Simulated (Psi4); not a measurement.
# Two attempts at MgF2 (SMILES [F][Mg][F])

Aim: energy and forces of MgF2 at HF/6-311G(2df,2pd) (density fitting).

The results are computed with Psi4 1.11.

2 further runs of the same task are left out: 2 set aside as unsound or not needed.

**1. Starting point**

MgF2 has 3 atoms, charge 0, and is taken as a singlet. As SMILES, `[F][Mg][F]`. Geometry: a GFN2-xTB relaxation, a rough one for these elements and not checked as a minimum.

Bond lengths: Mg1–F2 1.697 Å, Mg1–F3 1.698 Å. Angles: F2–Mg1–F3 177.8°.

**2. The input as first written**

File input.in:

```
memory 1600 mb

molecule {
  0 1
  Mg    -0.03482765    -0.02003110    -0.00024566
  F     -0.01205645    -0.02655065     3.20720538
  F      0.04688411     0.04656285    -3.20695972
  units au
}

set globals {
  basis 6-311G(2df,2pd)
  scf_type df
  maxiter 5
}

gradient("hf")
print_variables()
```

The run is started by

```bash
$ psi4 -n 1 input.in input.out
```

input.out:

```text
Psi4 1.11 release

gradient() will perform analytic gradient computation.

   => Loading Basis Set <=

    Name: 6-311G(2DF,2PD)
    Role: ORBITAL
    Keyword: BASIS

         ---------------------------------------------------------
                                   SCF
                              RHF Reference
                        1 Threads,   1525 MiB Core
         ---------------------------------------------------------

  ==> Geometry <==

    Molecular point group: cs
    Full point group: Cs

    Geometry (in Bohr), charge = 0, multiplicity = 1:

       Center              X                  Y                   Z               Mass
    ------------   -----------------  -----------------  -----------------  -----------------
         MG           0.036941961777    -0.000225899039     0.000000000000    23.985041697000
         F            0.020451419701     3.207270206664     0.000000000000    18.998403162730
         F           -0.067089786410    -3.206985014387     0.000000000000    18.998403162730

  Running in cs symmetry.

  Rotational constants: A =   1127.46955  B =      0.15400  C =      0.15398 [cm^-1]
  Rotational constants: A = 33800686.78151  B =   4616.94252  C =   4616.31196 [MHz]
  Nuclear repulsion =   79.958779875554342

  Charge       = 0
  Multiplicity = 1
  Electrons    = 30
  Nalpha       = 15
  Nbeta        = 15

  ==> Algorithm <==

  SCF Algorithm Type is DF.
  DIIS enabled.
  MOM disabled.
  Fractional occupation disabled.
  Guess Type is SAD.
  Energy threshold   = 1.00e-08
  Density threshold  = 1.00e-08
  Integral threshold = 1.00e-12

  ==> Primary Basis <==

  Basis Set: 6-311G(2DF,2PD)
    Blend: 6-311G(2DF,2PD)
    Number of shells: 34
    Number of basis functions: 98
    Number of Cartesian functions: 113
    Spherical Harmonics?: true
    Max angular momentum: 3

   => Loading Basis Set <=

    Name: (6-311G(2DF,2PD) AUX)
    Role: JKFIT
    Keyword: DF_BASIS_SCF

  ==> Integral Setup <==

  DFHelper Memory: AOs need 0.020 GiB; user supplied 1.118 GiB.
  SCF_SUBTYPE=INCORE selected. In-core MEM_DF algorithm will be used.
  Using in-core AOs.

  ==> MemDFJK: Density-Fitted J/K Matrices <==

    J tasked:                   Yes
    K tasked:                   Yes
    wK tasked:                   No
    Memory [MiB]:              1144
    Algorithm:                 Core
    Schwarz Cutoff:           1E-12
    Mask sparsity (%):       8.8088
    Fitting Condition:        1E-10

   => Auxiliary Basis Set <=

  Basis Set: (6-311G(2DF,2PD) AUX)
    Blend: CC-PVTZ-JKFIT + DEF2-UNIVERSAL-JKFIT
    Number of shells: 84
    Number of basis functions: 270
    Number of Cartesian functions: 329
    Spherical Harmonics?: true
    Max angular momentum: 4

  Minimum eigenvalue in the overlap matrix is 9.4508448072E-03.
  Reciprocal condition number of the overlap matrix is 2.6048533163E-03.
    Using symmetric orthogonalization.

  ==> Pre-Iterations <==

  SCF Guess: Superposition of Atomic Densities via on-the-fly atomic UHF (no occupation information).

   -------------------------
    Irrep   Nso     Nmo
   -------------------------
     A'        66      66
     A"        32      32
   -------------------------
    Total      98      98
   -------------------------

  ==> Iterations <==

                           Total Energy        Delta E     RMS |[F,P]|

   @DF-RHF iter SAD:  -397.30491062118296   -3.97305e+02   0.00000e+00
   @DF-RHF iter   1:  -398.53912686893437   -1.23422e+00   9.20380e-03 DIIS/ADIIS
   @DF-RHF iter   2:  -398.62091606067622   -8.17892e-02   6.90437e-03 DIIS/ADIIS
   @DF-RHF iter   3:  -398.68594303494910   -6.50270e-02   2.77551e-04 DIIS/ADIIS
   @DF-RHF iter   4:  -398.68605748532565   -1.14450e-04   1.04160e-04 DIIS/ADIIS
   @DF-RHF iter   5:  -398.68607663949007   -1.91542e-05   1.25866e-05 DIIS

PsiException: Could not converge SCF iterations in 5 iterations.

  Failed to converge.

psi4.driver.p4util.exceptions.SCFConvergenceError: Could not converge SCF iterations in 5 iterations.

Printing out the relevant lines from the Psithon --> Python processed input file:
    """)
    core.IO.set_default_namespace("")
    core.set_global_option("BASIS", "6-311G(2df,2pd)")
    core.set_global_option("SCF_TYPE", "df")
    core.set_global_option("MAXITER", 5)
--> gradient("hf")
    print_variables()

!-----------------------------------------------------!
!                                                     !
!  Could not converge SCF iterations in 5 iterations. !
!                                                     !
!-----------------------------------------------------!

    Psi4 run time: 0:00:01.01
```

It took 2.5 s on 1 thread of Intel Xeon Platinum 8259CL at 2.50GHz (Skylake/Cascade Lake), shared host; peak memory 0.21 GiB.

**3. What went wrong**

No converged result was reached.

The log says `Could not converge SCF iterations in 5 iterations.`. What is wrong: the iteration cap is too low for convergence. To mend it: iteration cap at its default in place of 5.

**4. Second attempt**

File job.inp:

```
memory 1.6 GB

molecule mol {
  0 1
  Mg    -0.03482765    -0.02003110    -0.00024566
  F     -0.01205645    -0.02655065     3.20720538
  F      0.04688411     0.04656285    -3.20695972
  units au
}

set basis 6-311G(2df,2pd)
set scf_type df

e_tot, wfn = gradient("scf", return_wfn=True)
```

The run is started by

```bash
$ psi4 job.inp job.out -n 1
```

job.out:

```text
[...]
  Running in cs symmetry.
[...]
  Nuclear repulsion =   79.958779875554342
[...]
  Multiplicity = 1
[...]
  Nalpha       = 15
  Nbeta        = 15
[...]
    Number of basis functions: 98
[...]
   @DF-RHF iter   1:  -398.53912686893437   -1.23422e+00   9.20380e-03 DIIS/ADIIS
[...]
   @DF-RHF iter  11:  -398.68607741770205   -1.13687e-12   2.06967e-09 DIIS
[...]
    Orbital Energies [Eh]
    ---------------------
    Doubly Occupied:
       1Ap   -49.047576     2Ap   -26.201254     3Ap   -26.201198
       4Ap    -3.783851     5Ap    -2.310098     6Ap    -2.307704
       1App   -2.307704     7Ap    -1.481028     8Ap    -1.473044
       9Ap    -0.610983    10Ap    -0.588804    11Ap    -0.572921
       2App   -0.572917     3App   -0.571634    12Ap    -0.571628
[...]
  @DF-RHF Final Energy:  -398.68607741770205
   => Energetics <=
    Nuclear Repulsion Energy =             79.9587798755543417
    One-Electron Energy =                -720.0850266024294797
    Two-Electron Energy =                 241.4401693091730863
    Total Energy =                       -398.6860774177020517
[...]
 Multipole Moments:
 ------------------------------------------------------------------------------------
     Multipole            Electronic (a.u.)      Nuclear  (a.u.)        Total (a.u.)
 ------------------------------------------------------------------------------------
 L = 1.  Multiply by 2.5417464519 to convert [e a0] to [Debye]
 Dipole X            :          0.0687465            0.0235582            0.0923048
 Dipole Y            :         -0.0004093           -0.0001441           -0.0005534
 Dipole Z            :          0.0000000            0.0000000            0.0000000
 Magnitude           :                                                    0.0923064
[...]
  -Total Gradient:
     Atom            X                  Y                   Z
    ------   -----------------  -----------------  -----------------
       1        0.000244110540     0.000260926237     0.000000000000
       2       -0.000370446194    -0.018511023737     0.000000000000
       3        0.000126335654     0.018250097500     0.000000000000
[...]
```

Wall time 4.2 s (1 thread of Intel Xeon Platinum 8259CL at 2.50GHz (Skylake/Cascade Lake), shared host); peak memory 0.23 GiB.

**5. What came out**

Level: HF/6-311G(2df,2pd) (density fitting).

```
                quantity          value
            total energy  -398.68608 Eh
           dipole moment         0.23 D
             HOMO energy      -15.55 eV
             LUMO energy        0.60 eV
           HOMO–LUMO gap       16.16 eV
largest force on an atom     0.952 eV/Å
```

**Reading.** The largest force is 0.95 eV/Å: the shape isn't a stationary point for this species at this level.
